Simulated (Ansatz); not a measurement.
# CH₅FS (SMILES S.CF): Born-Oppenheimer dynamics

The task is to watch the atoms for 30 steps of 0.25 fs, started with velocities for 300 K and run at constant energy.

Method: PBE0-D4/def2-SVP; program: Ansatz 0.2.0, Gaussian basis.

## (1) The system as given

The start, a pair relaxed at PBE0-D4: SMILES `S.CF`, 8 atoms, charge 0, spin multiplicity 1.

Atoms are counted from 1 here; the program's logs count them from 0.

Bond lengths: S1–H2 1.343 Å, S1–H3 1.341 Å, C4–F5 1.383 Å, C4–H6 1.092 Å, C4–H7 1.092 Å, C4–H8 1.092 Å. Angles: H2–S1–H3 92.4°, F5–C4–H6 108.7°, F5–C4–H7 108.7°, F5–C4–H8 108.7°, H6–C4–H7 110.3°, H6–C4–H8 110.1°, H7–C4–H8 110.3°.

Coordinates:

| atom | x (Å) | y (Å) | z (Å) |
| --- | --- | --- | --- |
| S1 | -0.2115 | 0.5467 | -2.4538 |
| H2 | -0.4813 | -0.4164 | -1.5569 |
| H3 | 1.0160 | 0.0609 | -2.6909 |
| C4 | -0.0445 | 0.0144 | 1.3753 |
| F5 | -0.4635 | -1.0794 | 0.6400 |
| H6 | -0.8457 | 0.3066 | 2.0567 |
| H7 | 0.1842 | 0.8314 | 0.6882 |
| H8 | 0.8463 | -0.2641 | 1.9414 |

## (2) The run

md/in.yaml

```yaml
crystal:
  periodic: [false, false, false]
  atoms:
    - {symbol: S, position_ang: [-0.211506, 0.546684, -2.453775]}
    - {symbol: H, position_ang: [-0.481302, -0.416433, -1.556882]}
    - {symbol: H, position_ang: [1.016017, 0.060898, -2.690932]}
    - {symbol: C, position_ang: [-0.044544, 0.014427, 1.375330]}
    - {symbol: F, position_ang: [-0.463493, -1.079383, 0.640008]}
    - {symbol: H, position_ang: [-0.845700, 0.306607, 2.056726]}
    - {symbol: H, position_ang: [0.184200, 0.831445, 0.688247]}
    - {symbol: H, position_ang: [0.846329, -0.264144, 1.941378]}
basis:
  gaussian: {orbitals: def2-SVP}
hamiltonian: {xc: pbe0, dispersion: d4}
md: {n_steps: 30, timestep: 0.25, temperature: 300, ensemble: nve, seed: 507, initial_velocities: maxwell_boltzmann}
```

Run with:

```bash
ansatz run in.yaml --threads 4 --pin off --events-out ev --progress --plain --max-ram 9574MiB
```

Q: Predict the outcome of this session. Wanted: temperature at the start; mean temperature, second half; lowest and highest potential energy, from the first frame; largest change of potential + kinetic.

The runs gave:

```
                                                 quantity             value
                                                   length  30 steps, 7.5 fs
                                 temperature at the start             300 K
                            mean temperature, second half             114 K
lowest and highest potential energy, from the first frame     0 and 165 meV
                    largest change of potential + kinetic           0.3 meV
```

In words: With no thermostat the total energy should stay fixed; it holds within 0.3 meV, small beside the kinetic energy, so the time step serves. With 8 atoms the instant temperature spans 88 to 300 K. The molecule keeps its bonds.
